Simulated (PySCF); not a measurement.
Match each property card to its molecule.

Structures:
1. `FC(F)=C=S` (C2F2S)
2. `N#P` (PN)
3. `CCc1ccccc1S` (C8H10S)
4. `CC#C[SiH2]N` (C3H7NSi)
5. `C[Si@@H]1CCC[Si@@H]1P` (C4H13PSi2)

Card P (geometry PBE0-D3(BJ)/def2-SVP):
- Rotational constants A, B, C: 1.704, 1.206, 0.892 GHz
- Static isotropic polarisability (CAM-B3LYP/def2-SVPD): 128.7 au
- Vertical ionisation energy (ΔSCF CAM-B3LYP/def2-SVPD): 8.93 eV
- Strongest line among the 10 lowest singlet transitions (TDDFT CAM-B3LYP/def2-SVPD): S6 at 6.96 eV (178 nm, f = 0.156)
- HOMO energy (CAM-B3LYP/def2-SVPD): -8.34 eV

Card Q (geometry PBE0-D3(BJ)/def2-SVP):
- Rotational constants A, B, C: 1.851, 1.304, 0.817 GHz
- Static isotropic polarisability (CAM-B3LYP/def2-SVPD): 114.4 au
- Lowest singlet excitation (TDDFT CAM-B3LYP/def2-SVPD): 5.00 eV (248 nm, f = 0.020)
- Point group: C1
- Dipole moment (CAM-B3LYP/def2-SVPD): 0.73 D
- Strongest line among the 6 lowest singlet transitions (TDDFT CAM-B3LYP/def2-SVPD): S6 at 6.52 eV (190 nm, f = 0.429)

Card R (geometry PBE0-D3(BJ)/def2-SVP):
- Rotational constant B (linear): 23.649 GHz
- Static isotropic polarisability (CAM-B3LYP/def2-SVPD): 25.9 au
- Point group: C∞v
- HOMO energy (CAM-B3LYP/def2-SVPD): -10.72 eV
- Isotropic shieldings of nuclei other than C and H, by class (GIAO B3LYP/pcSseg-2): -438 (1 N), -62 (1 P) ppm
- Vertical ionisation energy (ΔSCF CAM-B3LYP/def2-SVPD): 11.92 eV
- Dipole moment (CAM-B3LYP/def2-SVPD): 2.98 D

Card S (geometry PBE0-D3(BJ)/def2-SVP):
* Rotational constants A, B, C: 13.952, 1.500, 1.400 GHz
* Static isotropic polarisability (CAM-B3LYP/def2-SVPD): 72.3 au
* Dipole moment (CAM-B3LYP/def2-SVPD): 2.22 D
* 13C chemical shifts (computed TMS as zero) by class (GIAO PBE0/pcSseg-1): 110.4 (1 C), 87.0 (1 C), 5.8 (1 C) ppm
* Lowest singlet excitation (TDDFT CAM-B3LYP/def2-SVPD): 5.80 eV (214 nm, f = 0.000)

Card T (geometry PBE0-D3(BJ)/def2-SVP):
- Rotational constants A, B, C: 11.160, 2.125, 1.785 GHz
- Static isotropic polarisability (CAM-B3LYP/def2-SVPD): 48.2 au
- Vertical ionisation energy (ΔSCF CAM-B3LYP/def2-SVPD): 9.08 eV
- Dipole moment (CAM-B3LYP/def2-SVPD): 0.79 D
- Strongest line among the 10 lowest singlet transitions (TDDFT CAM-B3LYP/def2-SVPD): S6 at 7.04 eV (176 nm, f = 0.622)
- Point group: C2v

All species are isolated and taken at one optimised geometry, non-relativistic unless stated. Electronic properties by PySCF. NMR classes are plain means over equivalent atoms (diastereotopic ones count apart unless rotation or inversion swaps them), as if these changed places fast.

Q: Which card belongs to which structure?

A: P = 5, Q = 3, R = 2, S = 4, T = 1. What ties each card to its structure:
- 1 (card T), C2F2S, monoisotopic mass 94.0 u, 5 heavy atoms: point group C2v; an asymmetric top with C = 1.785 GHz; polarisability 48.2 au for 46 electrons; dipole 0.79 D.
- 2 (card R), PN, monoisotopic mass 45.0 u, 2 heavy atoms: point group C∞v; a linear rotor with B = 23.649 GHz, the highest such constant on the cards; polarisability 25.9 au for 22 electrons, the smallest shown; dipole 2.98 D.
- 3 (card Q), C8H10S, monoisotopic mass 138.1 u, 9 heavy atoms: an asymmetric top with C = 0.817 GHz, the lowest such constant on the cards; polarisability 114.4 au for 74 electrons; dipole 0.73 D.
- 4 (card S), C3H7NSi, monoisotopic mass 85.0 u, 5 heavy atoms: 3 C in 3 classes; the least shielded carbon (110.4 ppm) is an alkyne carbon; an asymmetric top with C = 1.400 GHz; polarisability 72.3 au for 46 electrons; dipole 2.22 D.
- 5 (card P), C4H13PSi2, monoisotopic mass 148.0 u, 7 heavy atoms: an asymmetric top with C = 0.892 GHz; polarisability 128.7 au for 80 electrons, the largest shown.
